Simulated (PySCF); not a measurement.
ClH.
SMILES with atom numbers: `[ClH:1]` (hydrogens: H2 on Cl1)

Geometry (BHandHLYP/6-31+G*, Å), atoms numbered from 1 in this order:
```xyz
2
HCl angstrom
Cl     0.6335   -0.0638    0.0528
H     -0.6312    0.0650   -0.0669
```

The calculation used PySCF, BHandHLYP/6-31+G* geometry optimisation, gas phase.

Masses are those of the commonest isotopes; rigid-rotor values at the optimised geometry. 

Task: What are the moment of inertia and the rotational constant?

Result: I = 1.597 u·Å², B = 505379 MHz·u·Å²/I = 316459 MHz (10.5559 cm⁻¹, or 15.188 K as hB/k). For two atoms I = μr² with μ = 0.9796 u and r = 1.2768 Å.

Task: List the first levels of a rigid rotor in a Σ state.

Result: E(J) = BJ(J+1): J = 1: 21.112, J = 2: 63.336, J = 3: 126.671, J = 4: 211.119, J = 5: 316.678, J = 6: 443.349 cm⁻¹.

Task: Where do the first rotational lines fall?

Result: The dipole is 1.52 D; J+1 ← J lies at 2B(J+1): 1 ← 0 at 632.92 GHz, 2 ← 1 at 1265.84 GHz, 3 ← 2 at 1898.75 GHz, 4 ← 3 at 2531.67 GHz, 5 ← 4 at 3164.59 GHz, 6 ← 5 at 3797.51 GHz.

Task: Estimate the classical rotational partition function at 100 K, 298.15 K and 500 K.

Result: Point group C∞v, symmetry number σ = 1; q = kT/(σhB), k/h = 20836.6 MHz/K: 6.6 at 100 K, 19.6 at 298.15 K, 32.9 at 500 K.

No frequency check. Constants of a rigid frame at the computed geometry: no zero-point averaging, no centrifugal distortion.
